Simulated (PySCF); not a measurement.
# A PySCF run on NaSi⁺

State: ³Π (triplet), unpaired electrons σ ↑, π ↑.

An equivalent input (the run itself took its basis sets from the Basis Set Exchange, started from a PBE0 density and held the occupation σ 8α 7β, πx 2α 2β, πy 3α 2β):

```python
from pyscf import gto, dft
mol = gto.M(atom='Na 0 0 0; Si 0 0 3.129', basis={'Na': 'pcseg-2', 'Si': 'pcseg-2'},
            charge=1, spin=2, verbose=4, symmetry='C2v')
mf = dft.UKS(mol, xc='PBE')
mf.grids.atom_grid = (80, 434)
mf.grids.prune = dft.gen_grid.treutler_prune
mf.irrep_nelec = {'A1': (8, 7), 'B1': (2, 2), 'B2': (3, 2)}
mf.conv_tol = 1e-9
mf.max_cycle = 60
mf.diis_space = 10
mf.kernel()
```

The log (some set-up lines and the per-cycle HOMO/LUMO lines removed):

```
******** <class 'pyscf.dft.uks_symm.SymAdaptedUKS'> ********
method = SymAdaptedUKS
damping factor = 0
level_shift factor = 0
DIIS = <class 'pyscf.scf.diis.CDIIS'>
diis_start_cycle = 1
diis_space = 10
diis_damp = 0
SCF conv_tol = 1e-09
SCF conv_tol_grad = None
SCF max_cycles = 60
number electrons alpha = 13  beta = 11
Set gradient conv threshold to 3.16228e-05
init E= -451.222756959789
cycle= 1 E= -451.223569590121  delta_E= -0.000813  |g|= 0.0161  |ddm|= 0.0693
cycle= 2 E= -451.223619259667  delta_E= -4.97e-05  |g|= 0.00718  |ddm|= 0.0222
cycle= 3 E= -451.22363597244  delta_E= -1.67e-05  |g|= 0.000843  |ddm|= 0.0102
cycle= 4 E= -451.223636646222  delta_E= -6.74e-07  |g|= 0.000145  |ddm|= 0.00208
cycle= 5 E= -451.223636661971  delta_E= -1.57e-08  |g|= 3.98e-05  |ddm|= 0.000258
cycle= 6 E= -451.223636663655  delta_E= -1.68e-09  |g|= 1.18e-05  |ddm|= 0.000107
cycle= 7 E= -451.22363666375  delta_E= -9.54e-11  |g|= 1.28e-06  |ddm|= 1.76e-05
Extra cycle  E= -451.223636663752  delta_E= -1.25e-12  |g|= 7.35e-07  |ddm|= 5.2e-06
converged SCF energy = -451.223636663752  <S^2> = 2.002415  2S+1 = 3.0016096
```

Repeating this along the bond gives Re = 3.148 Å and ωe = 146 cm⁻¹.

A point of this curve took 0.92 CPU seconds beside 0.16 for the integrals (shared host).

The state was picked by a PBE0 search and need not be the measured ground state.
